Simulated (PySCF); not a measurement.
## Cost of excited-state runs on `CCCCCF`, C$_{5}$H$_{11}$F

Geometry:
| atom | x (Å) | y (Å) | z (Å) |
| --- | --- | --- | --- |
| C1 | 2.500 | 0.173 | -0.170 |
| C2 | 1.208 | -0.334 | 0.450 |
| C3 | -0.038 | 0.145 | -0.281 |
| C4 | -1.335 | -0.380 | 0.316 |
| C5 | -2.571 | 0.174 | -0.351 |
| F6 | -2.620 | 1.542 | -0.211 |
| H7 | 2.605 | -0.168 | -1.212 |
| H8 | 3.383 | -0.178 | 0.385 |
| H9 | 2.530 | 1.274 | -0.181 |
| H10 | 1.152 | -0.015 | 1.506 |
| H11 | 1.215 | -1.439 | 0.474 |
| H12 | -0.070 | 1.248 | -0.276 |
| H13 | 0.022 | -0.151 | -1.344 |
| H14 | -1.372 | -1.481 | 0.249 |
| H15 | -1.378 | -0.135 | 1.392 |
| H16 | -3.487 | -0.251 | 0.094 |
| H17 | -2.573 | -0.058 | -1.431 |

PySCF with density fitting, on 1 thread of an Intel Xeon 6975P-C, shared host. Command: `OMP_NUM_THREADS=1 python excited_run.py task.json out`

(1) How long does each of these runs take, and how much memory?
- first hyperpolarisability, CAM-B3LYP/def2-TZVPD; usual settings
- excited states, wB97X-D/def2-TZVPD; Tamm-Dancoff; spin-orbit couplings; 6 states; 5 triplets; quadratic response for 4 states
- excited states, CAM-B3LYP/def2-TZVPD; two-photon moments; 8 states; quadratic response for 6 states; 0 triplets

Results:

(1) 
| run | level | basis functions | wall time | peak memory (GiB) |
| --- | --- | --- | --- | --- |
| first hyperpolarisability | CAM-B3LYP/def2-TZVPD | 324 | 49 s | 1.2 |
| excited states | wB97X-D/def2-TZVPD | 324 | 50 s | 1.3 |
| excited states | CAM-B3LYP/def2-TZVPD | 324 | 65 s | 1.3 |

Times from a shared host are rough.
